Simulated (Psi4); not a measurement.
**[BPH5]− (SMILES [BH3-]P): LCCD/3-21G (density fitting, density fitting for correlation)**

Wanted: a geometry optimisation of [BPH5]−. 

Program for the calculation: Psi4 1.11.

2 further runs of the same task are left out: 2 set aside as unsound or not needed.

### 1 The system as given

[BPH5]−: 7 atoms, total charge -1, spin state singlet. SMILES: `[BH3-]P`. Geometry: relaxed at GFN2-xTB. The run starts from this shape.

Bond lengths: B1–P2 1.992 Å, B1–H3 1.212 Å, B1–H4 1.212 Å, B1–H5 1.210 Å, P2–H6 1.385 Å, P2–H7 1.385 Å. Angles: B1–P2–H6 99.5°, B1–P2–H7 99.7°, P2–B1–H3 106.1°, P2–B1–H4 106.1°, P2–B1–H5 108.9°, H6–P2–H7 90.6°, H3–B1–H4 110.9°, H3–B1–H5 112.3°, H4–B1–H5 112.2°.

### 2 A structure relaxation at LCCD/3-21G (density fitting, density fitting for correlation)

bh5p.py

```python
import psi4

psi4.set_memory('1600 MB')
psi4.set_num_threads(1)
psi4.core.set_output_file('run.log', False)

mol = psi4.geometry("""
-1 1
B     -0.506120    -0.519900    -0.363840
P      0.697480     0.300190     0.995330
H     -1.584360    -0.644230     0.174420
H     -0.027360    -1.601150    -0.627340
H     -0.557520     0.205550    -1.330350
H      0.219110     1.599520     0.971100
H      1.758760     0.660030     0.180690
no_reorient
no_com
""")

psi4.set_options({
    'scf_type': 'df',
    'freeze_core': True,
    'cc_type': 'df',
    'geom_maxiter': 50,
    'g_convergence': 'turbomole',
})

energy_value = psi4.optimize('lccd/3-21G')
print('E =', round(energy_value, 9))
print(mol.to_string(dtype='xyz', units='Angstrom'))
```

Started as:

```sh
python bh5p.py
```

run.log:

```text
gradient() will perform analytic gradient computation.
    For method 'LCCD', SCF Algorithm Type (re)set to DISK_DF.

   => Loading Basis Set <=

    Name: 3-21G
    Role: ORBITAL
    Keyword: BASIS

         ---------------------------------------------------------
                                   SCF
                              RHF Reference
                        1 Threads,   1525 MiB Core
         ---------------------------------------------------------

  ==> Geometry <==

    Molecular point group: c1
    Full point group: C1

    Geometry (in Angstrom), charge = -1, multiplicity = 1:

       Center              X                  Y                   Z               Mass
    ------------   -----------------  -----------------  -----------------  -----------------
         B           -0.506120000000    -0.519900000000    -0.363840000000    11.009305360000
         P            0.697480000000     0.300190000000     0.995330000000    30.973761998420
         H           -1.584360000000    -0.644230000000     0.174420000000     1.007825032230
         H           -0.027360000000    -1.601150000000    -0.627340000000     1.007825032230
         H           -0.557520000000     0.205550000000    -1.330350000000     1.007825032230
         H            0.219110000000     1.599520000000     0.971100000000     1.007825032230
         H            1.758760000000     0.660030000000     0.180690000000     1.007825032230

  Running in c1 symmetry.

  Rotational constants: A =      1.74594  B =      0.25788  C =      0.25122 [cm^-1]
  Rotational constants: A =  52342.00518  B =   7731.10803  C =   7531.42609 [MHz]
  Nuclear repulsion =   51.156154058888333

  Charge       = -1
  Multiplicity = 1
  Electrons    = 26
  Nalpha       = 13
  Nbeta        = 13

  ==> Algorithm <==

  SCF Algorithm Type is DISK_DF.
  DIIS enabled.
  MOM disabled.
  Fractional occupation disabled.
  Guess Type is SAD.
  Energy threshold   = 1.00e-10
  Density threshold  = 1.00e-10
  Integral threshold = 1.00e-12

  ==> Primary Basis <==

  Basis Set: 3-21G
    Blend: 3-21G
    Number of shells: 22
    Number of basis functions: 32
    Number of Cartesian functions: 32
    Spherical Harmonics?: false
    Max angular momentum: 1

   => Loading Basis Set <=

    Name: (3-21G AUX)
    Role: JKFIT
    Keyword: DF_BASIS_SCF

  ==> Integral Setup <==

  ==> DiskDFJK: Density-Fitted J/K Matrices <==

    J tasked:                  Yes
    K tasked:                  Yes
    wK tasked:                  No
    Integrals threads:           1
    Memory [MiB]:             1144
    Algorithm:                Core
    Integral Cache:           SAVE
    Schwarz Cutoff:          1E-12
    Fitting Condition:       1E-10

   => Auxiliary Basis Set <=

  Basis Set: (3-21G AUX)
    Blend: DEF2-UNIVERSAL-JKFIT
    Number of shells: 93
    Number of basis functions: 344
    Number of Cartesian functions: 344
    Spherical Harmonics?: false
    Max angular momentum: 4

  Minimum eigenvalue in the overlap matrix is 9.0390649248E-03.
  Reciprocal condition number of the overlap matrix is 2.2099393446E-03.
    Using symmetric orthogonalization.

  ==> Pre-Iterations <==

  SCF Guess: Superposition of Atomic Densities via on-the-fly atomic UHF (no occupation information).

   -------------------------
    Irrep   Nso     Nmo
   -------------------------
     A         32      32
   -------------------------
    Total      32      32
   -------------------------

  ==> Iterations <==

                           Total Energy        Delta E     RMS |[F,P]|

   @DF-RHF iter SAD:  -365.72043601277130   -3.65720e+02   0.00000e+00
   @DF-RHF iter   1:  -366.34425705398803   -6.23821e-01   8.91773e-03 DIIS/ADIIS
   @DF-RHF iter   2:  -366.40817578531266   -6.39187e-02   2.76841e-03 DIIS/ADIIS
   @DF-RHF iter   3:  -366.41354179201545   -5.36601e-03   4.23106e-04 DIIS/ADIIS
   @DF-RHF iter   4:  -366.41385279969120   -3.11008e-04   7.46956e-05 DIIS
   @DF-RHF iter   5:  -366.41386201105047   -9.21136e-06   1.37480e-05 DIIS
   @DF-RHF iter   6:  -366.41386228737366   -2.76323e-07   3.95477e-06 DIIS
   @DF-RHF iter   7:  -366.41386231290414   -2.55305e-08   6.54310e-07 DIIS
   @DF-RHF iter   8:  -366.41386231376919   -8.65043e-10   9.47192e-08 DIIS
   @DF-RHF iter   9:  -366.41386231378590   -1.67120e-11   1.10129e-08 DIIS
   @DF-RHF iter  10:  -366.41386231378601   -1.13687e-13   1.50899e-09 DIIS
   @DF-RHF iter  11:  -366.41386231378601    0.00000e+00   1.81529e-10 DIIS
   @DF-RHF iter  12:  -366.41386231378624   -2.27374e-13   3.07681e-11 DIIS
  Energy and wave function converged.

  ==> Post-Iterations <==

    Orbital Energies [Eh]
    ---------------------

    Doubly Occupied:

       1A    -79.133122     2A     -7.274187     3A     -7.208264
       4A     -5.093183     5A     -5.092479     6A     -5.090052
       7A     -0.646628     8A     -0.454548     9A     -0.312726
      10A     -0.251079    11A     -0.213191    12A     -0.188065
      13A     -0.122044

    Virtual:

      14A      0.398623    15A      0.436702    16A      0.473311
      17A      0.532336    18A      0.543482    19A      0.602000
      20A      0.826341    21A      0.830011    22A      0.851651
      23A      0.883922    24A      0.888518    25A      0.958219
      26A      1.061044    27A      1.401319    28A      1.476870
      29A      1.544055    30A      1.651048    31A      1.653963
      32A      1.703049

    Final Occupation by Irrep:
              A
    DOCC [    13 ]
    NA   [    13 ]
    NB   [    13 ]

  @DF-RHF Final Energy:  -366.41386231378624

   => Energetics <=

[... 2 lines left out ...]
    Two-Electron Energy =                 195.4108793286196715
[... 59 lines left out ...]
  DIE_IF_NOT_CONVERGED          => (empty)
[... 61 lines left out ...]
  PCG_CONVERGENCE               => (empty)
[... 41 lines left out ...]
	For this energy convergence, default residual convergence is:     3.16e-07
[... 150 lines left out ...]
	                                 ==> Convergence Check <==
[... 119 lines left out ...]
   @DF-RHF iter   0:  -366.35438739575761   -3.66354e+02   5.32114e-03
[... 4 lines left out ...]
   @DF-RHF iter   5:  -366.41903534437154   -9.25907e-08   1.08541e-06 DIIS
[... 4 lines left out ...]
   @DF-RHF iter  10:  -366.41903534683001   -2.27374e-13   2.63511e-10 DIIS
[... 15 lines left out ...]
    Nuclear Repulsion Energy =             49.2408287877332853
[... 18 lines left out ...]
 Dipole Y            :         -4.0973627            4.6040614            0.5066987
[... 71 lines left out ...]
  MAX_MOGRAD_CONVERGENCE        => (empty)
[... 72 lines left out ...]
	Warning: cc_lambda option is changed to TRUE
[... 51 lines left out ...]
	================ LCCD FINAL RESULTS ===================================
[... 109 lines left out ...]
	  Convergence Criteria     1.00e-06 *    1.00e-03 *    5.00e-04 *    1.00e-03 *    5.00e-04 *
[... 82 lines left out ...]
   @DF-RHF iter   3:  -366.41884456465641   -7.56577e-07   7.91600e-06 DIIS
[... 4 lines left out ...]
   @DF-RHF iter   8:  -366.41884467674191   -1.70530e-13   3.13303e-09 DIIS
[... 12 lines left out ...]
  @DF-RHF Final Energy:  -366.41884467674191
[... 21 lines left out ...]
 Dipole X            :        -15.0496716           15.1344990            0.0848274
[... 70 lines left out ...]
  LS_THC_WEIGHTS_TOLERANCE      => (empty)
[... 58 lines left out ...]
  R_CONVERGENCE                 => (empty)
[... 63 lines left out ...]
 ===================== DF-LCCD ITERATIONS ARE CONVERGED =======================
[... 111 lines left out ...]
	   Step    Total Energy     Delta E     Max Force     RMS Force      Max Disp      RMS Disp
[... 83 lines left out ...]
   @DF-RHF iter   2:  -366.41882823665617   -1.56305e-06   1.13309e-05 DIIS
[... 4 lines left out ...]
   @DF-RHF iter   7:  -366.41882843539258   -1.64846e-12   6.57182e-09 DIIS
[... 7 lines left out ...]
    Final Occupation by Irrep:
[... 12 lines left out ...]
    Total Energy =                       -366.4188284353924701
[... 68 lines left out ...]
  E_CONVERGENCE                 => 1e-08           !
[... 74 lines left out ...]
  RMS_MOGRAD_CONVERGENCE        => (empty)
[... 48 lines left out ...]
	DF-MP2 Total Energy (a.u.)         :  -366.55125118443777
[... 122 lines left out ...]
	Measures of convergence in internal coordinates in au.
[... 87 lines left out ...]
   @DF-RHF iter   1:  -366.41886612247004   -7.55586e-04   1.82055e-05 DIIS
[... 4 lines left out ...]
   @DF-RHF iter   6:  -366.41886654728523   -7.84439e-12   1.35817e-08 DIIS
[... 7 lines left out ...]
    Final Occupation by Irrep:
[... 12 lines left out ...]
    Total Energy =                       -366.4188665472856883
[... 68 lines left out ...]
  E_CONVERGENCE                 => 1e-08           !
[... 74 lines left out ...]
  RMS_MOGRAD_CONVERGENCE        => (empty)
[... 48 lines left out ...]
	DF-MP2 Total Energy (a.u.)         :  -366.55125140525092
[... 122 lines left out ...]
	Measures of convergence in internal coordinates in au.
[... 87 lines left out ...]
   @DF-RHF iter   1:  -366.41888423689721   -2.83265e-04   7.35602e-06 DIIS
[... 4 lines left out ...]
   @DF-RHF iter   6:  -366.41888431868034   -1.47793e-12   5.59331e-09 DIIS
[... 28 lines left out ...]
    Final Occupation by Irrep:
[... 12 lines left out ...]
    Total Energy =                       -366.4188843186803979
[... 68 lines left out ...]
  E_CONVERGENCE                 => 1e-08           !
[... 74 lines left out ...]
  RMS_MOGRAD_CONVERGENCE        => (empty)
[... 48 lines left out ...]
	DF-MP2 Total Energy (a.u.)         :  -366.55125067926110
[... 6 lines left out ...]
  Iter       E_corr                  DE                 T2 RMS
  ----   ----------------      ----------------       ----------
   1      -0.1572116578         -0.0248452973         4.56e-04
   2      -0.1685132189         -0.0113015610         1.76e-04
   3      -0.1688654943         -0.0003522755         2.88e-05
[... 7 lines of this table left out ...]
  11      -0.1688721307          0.0000000039         1.00e-09

 ==============================================================================
 ===================== DF-LCCD ITERATIONS ARE CONVERGED =======================
 ==============================================================================

	=======================================================================
	================ LCCD FINAL RESULTS ===================================
	=======================================================================
	Nuclear Repulsion Energy (a.u.)    :    48.83788790490649
	SCF Energy (a.u.)                  :  -366.41888431868045
	REF Energy (a.u.)                  :  -366.41888431868045
	DF-LCCD Correlation Energy (a.u.)  :    -0.16887213069437
	DF-LCCD Total Energy (a.u.)        :  -366.58775644937481
	=======================================================================

	Computing unrelaxed response density matrices...

	Forming independent-pairs...
	Number of independent-pairs: 247
	Computing the generalized Fock matrix (GFM)...
	Computing the orbital gradient...
	Forming effective orbital gradient...
	Solving orbital Z-vector equations...

	            PCG Solver
	   ------------------------------
	Iter     RMS Z Vector        RMS Residual
	----    ---------------    ---------------
	  1         4.80e-04         2.85e-04
	  2         2.00e-04         4.30e-05
	  3         2.82e-05         7.77e-06
	  4         3.99e-06         2.06e-06
	  5         1.08e-06         3.16e-07
	  6         2.00e-07         4.47e-08
	  7         3.23e-08         9.17e-09

	Computing the relaxed PDMs and GFM...

	total time  =          1 seconds =       0.02 minutes

	Forming Gamma^tilde...
	Backtransforming OPDM, TPDM, and GFM to the AO basis...

	total time  =          0 seconds =       0.00 minutes
    Molecular point group: c1
    Full point group: C1

    Geometry (in Bohr), charge = -1, multiplicity = 1:

       Center              X                  Y                   Z
    ------------   -----------------  -----------------  -----------------
         B           -1.016864424128    -1.037467437719    -0.739992969582
         P            1.374657481950     0.606456992269     1.949113872329
         H           -3.086752360641    -1.277022580702     0.302414733084
         H           -0.088894417689    -3.115289601576    -1.239940585259
         H           -1.152918668580     0.321667890318    -2.624300110331
         H            0.417052457763     3.212483333934     1.983228608134
         H            3.553701034063     1.289190300738     0.369495348886

  -Total gradient:
     Atom            X                  Y                   Z
    ------   -----------------  -----------------  -----------------
       1        0.000016991066     0.000030352686    -0.000005507692
       2       -0.000047010716    -0.000031074208    -0.000054280081
       3        0.000017794038     0.000002525098     0.000001469737
       4       -0.000001499393     0.000014301777     0.000011540307
       5       -0.000002872909    -0.000027548800     0.000028217031
       6        0.000010598659     0.000004184710     0.000007975951
       7        0.000005999256     0.000007258738     0.000010584746

    			-----------------------------------------

    			 OPTKING 3.0: for geometry optimizations

    			        with contributions from

    			-----------------------------------------

	                            ===> Fragment 1 <==

	 Z (Atomic Numbers)          Masses                          Geom
	       5.000000            11.009305         -1.01686442 -1.03746744 -0.73999297
	      15.000000            30.973762          1.37465748  0.60645699  1.94911387
	       1.000000             1.007825         -3.08675236 -1.27702258  0.30241473
	       1.000000             1.007825         -0.08889442 -3.11528960 -1.23994059
	       1.000000             1.007825         -1.15291867  0.32166789 -2.62430011
	       1.000000             1.007825          0.41705246  3.21248333  1.98322861
	       1.000000             1.007825          3.55370103  1.28919030  0.36949535

	 - Coordinate -           - BOHR/RAD -       - ANG/DEG -
	 R(1,2)           =         3.956407           2.093641
	 R(1,3)           =         2.329901           1.232930
	 R(1,4)           =         2.329897           1.232928
[... 17 lines of this table left out ...]
	 D(5,1,2,7)       =        -0.828457         -47.467113

	        --- Internal Coordinate Step in ANG or DEG, aJ/ANG or AJ/DEG ---
	-------------------------------------------------------------------------------
	           Coordinate      Previous         Force          Change          New
	           ----------      --------        ------          ------        ------
	               R(1,2)       2.09364        0.00042        0.00038       2.09402
	               R(1,3)       1.23293        0.00013        0.00002       1.23295
	               R(1,4)       1.23293        0.00013        0.00003       1.23295
[... 17 lines of this table left out ...]
	           D(5,1,2,7)     -47.46711        0.00000        0.00170     -47.46541
	-------------------------------------------------------------------------------

	                                 ==> Convergence Check <==

	Measures of convergence in internal coordinates in au.

	Criteria marked as inactive (o), active & met (*), and active & unmet ( ).

	----------------------------------------------------------------------------------------------
	   Step    Total Energy     Delta E     Max Force     RMS Force      Max Disp      RMS Disp
	----------------------------------------------------------------------------------------------
	  Convergence Criteria     1.00e-06 *    1.00e-03 *    5.00e-04 *    1.00e-03 *    5.00e-04 *
	----------------------------------------------------------------------------------------------
	     6    -366.58775645   -8.58e-07 *    5.08e-05 *    2.01e-05 *    7.24e-04 *    2.10e-04 *  ~
	----------------------------------------------------------------------------------------------

Next Geometry in Ang
	Fragment 1 (Ang)

	    B  -0.5381471231  -0.5491039845  -0.3915485997
	    P   0.7276318448   0.3210306789   1.0316885840
	    H  -1.6335630305  -0.6758294107   0.1599771485
	    H  -0.0470763196  -1.6486326978  -0.6562393013
	    H  -0.6099238267   0.1703992664  -1.3885919211
	    H   0.2205916509   1.6999785205   1.0493532199
	    H   1.8804768041   0.6821676272   0.1953708698

    Final optimized geometry and variables:
    Molecular point group: c1
    Full point group: C1

    Geometry (in Angstrom), charge = -1, multiplicity = 1:

    B           -0.538101479590    -0.549004124853    -0.391587415559
    P            0.727437411925     0.320923219560     1.031426642237
    H           -1.633439004233    -0.675771247219     0.160030984919
    H           -0.047040899997    -1.648540261791    -0.656148300304
    H           -0.610098285169     0.170219316960    -1.388719812346
    H            0.220694656302     1.699972969975     1.049479382973
    H            1.880537600761     0.682210127367     0.195528518079

[set-up sections that repeat, and orbital energies of the middle runs, are left out above]
```

The script printed:

```text
Some dependencies such as QCElemental have not yet finished migration to pydantic v2. If issues are encountered please downgrade pydantic or upgrade QCElemental as appropriate
	Previous geometry is closer to target in internal coordinates, so using that one.

	Best geometry has RMS(Delta(q)) = 1.84e-07

	Previous geometry is closer to target in internal coordinates, so using that one.

	Best geometry has RMS(Delta(q)) = 1.94e-08

Optimizer: Optimization complete!
E = -366.587756449
7
-1 1 BH5P
B                    -0.538101479590    -0.549004124853    -0.391587415559
P                     0.727437411925     0.320923219560     1.031426642237
H                    -1.633439004233    -0.675771247219     0.160030984919
H                    -0.047040899997    -1.648540261791    -0.656148300304
H                    -0.610098285169     0.170219316960    -1.388719812346
H                     0.220694656302     1.699972969975     1.049479382973
H                     1.880537600761     0.682210127367     0.195528518079
```

It took 20 s on 1 thread of AMD EPYC 7R13 (Zen 3), shared host; peak memory 0.62 GiB.

The path in brief:

| step | energy from the first frame kept (eV) | largest force (eV/Å) |
| --- | --- | --- |
| 0 | 0.0000 | 1.8874 |
| 1 | -0.2107 | 0.4306 |
| 2 | -0.2181 | 0.1641 |
| 3 | -0.2190 | 0.0674 |
| 4 | -0.2191 | 0.0190 |
| 5 | -0.2192 | 0.0040 |

After the run. Bond lengths: B1–P2 2.094 Å, B1–H3 1.233 Å, B1–H4 1.233 Å, B1–H5 1.232 Å, P2–H6 1.469 Å, P2–H7 1.469 Å. Angles: B1–P2–H6 100.9°, B1–P2–H7 100.9°, P2–B1–H3 106.0°, P2–B1–H4 106.0°, P2–B1–H5 110.1°, H6–P2–H7 92.7°, H3–B1–H4 111.0°, H3–B1–H5 111.7°, H4–B1–H5 111.7°.

### 3 Results

Level: LCCD/3-21G (density fitting, density fitting for correlation), 6 core orbitals frozen.

```
                                             quantity          value
                              total energy at the end  -366.58776 Eh
                  HOMO energy (Hartree–Fock orbitals)       -3.37 eV
                  LUMO energy (Hartree–Fock orbitals)       10.38 eV
HOMO–LUMO gap (to an unbound level, set by the basis)       13.75 eV
          correlation energy (6 core orbitals frozen)     -168.9 mEh
```

In words: At the final geometry: Bond lengths: B1–P2 2.094 Å, B1–H3 1.233 Å, B1–H4 1.233 Å, B1–H5 1.232 Å, P2–H6 1.469 Å, P2–H7 1.469 Å. Angles: B1–P2–H6 100.9°, B1–P2–H7 100.9°, P2–B1–H3 106.0°, P2–B1–H4 106.0°, P2–B1–H5 110.1°, H6–P2–H7 92.7°, H3–B1–H4 111.0°, H3–B1–H5 111.7°, H4–B1–H5 111.7°. The optimisation took 6 steps and changed the energy by -0.219 eV.
